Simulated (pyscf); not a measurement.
Homolytic dissociation enthalpies at 298 K of As–Ge, As–Si, Bi–Si, Ge–P, P–Si, Sb–Si bonds in 8 gas-phase molecules, in eV. PySCF, gas phase, ωB97X-D3(BJ)/def2-SVP geometries. Correlated levels are frozen-core, on RHF or UHF. ΔMP2 is the change of the MP2 total energy from the triple- to the quadruple-zeta basis. Both columns use the same structures and thermal terms. Rows were drawn at random from the closed-shell molecules with such a bond whose radicals are computed, keep their shape and have no isomer in the data more than 5 kcal/mol lower.

| row | molecule | radicals | r²SCAN/def2-TZVP | CCSD(T)/def2-TZVPP + ΔMP2(QZVPP) |
|---|---|---|---|---|
| 1 | H₃Si–BiH₂ | SiH₃• + BiH₂• | 2.14 | 2.31 |
| 2 | H₃Ge–AsH₂ | GeH₃• + AsH₂• | 2.53 | 2.70 |
| 3 | HO–GeH₂–AsH₂ | HO–GeH₂• + AsH₂• | 2.48 | 2.70 |
| 4 | H₃Si–GeH₂–PH₂ | H₃Si–GeH₂• + PH₂• | 2.60 | 2.78 |
| 5 | H₃Si–PH–SiH₃ | SiH₃• + H₃Si–PH• | 2.92 | ? |
| 6 | H₃Si–SbH₂ | SiH₃• + SbH₂• | 2.34 | 2.54 |
| 7 | HO–SiH₂–AsH₂ | HO–SiH₂• + AsH₂• | 2.71 | 2.91 |
| 8 | H₃Si–AsH–SiH₃ | SiH₃• + H₃Si–AsH• | 2.71 | 2.91 |

**Question.** Fit a line that carries the r²SCAN values to the last column and predict row 5.

**Answer.** In the 7 complete rows the last column lies 0.17 to 0.22 eV from r²SCAN (mean 0.19, median 0.20). Least squares gives y = 0.12 + 1.03·x with residuals of 0.02 eV (root mean square). For row 5: 0.12 + 1.03 × 2.92 = 3.13 eV, an extrapolation. The computed value is 3.11 eV, 0.02 under the line. The CCSD(T) − MP2 part came from Ansatz, without density fitting, on the same reference. The frozen core leaves the outer d or s,p core shells of the metals and heavy elements correlated in the MP2 and CC values, and def2-TZVPP describes them poorly, which can shift differences by a few kcal/mol. Elements up to Kr have no core potential and no relativistic terms here. Elements past Kr carry the def2 core potentials, without spin-orbit coupling.
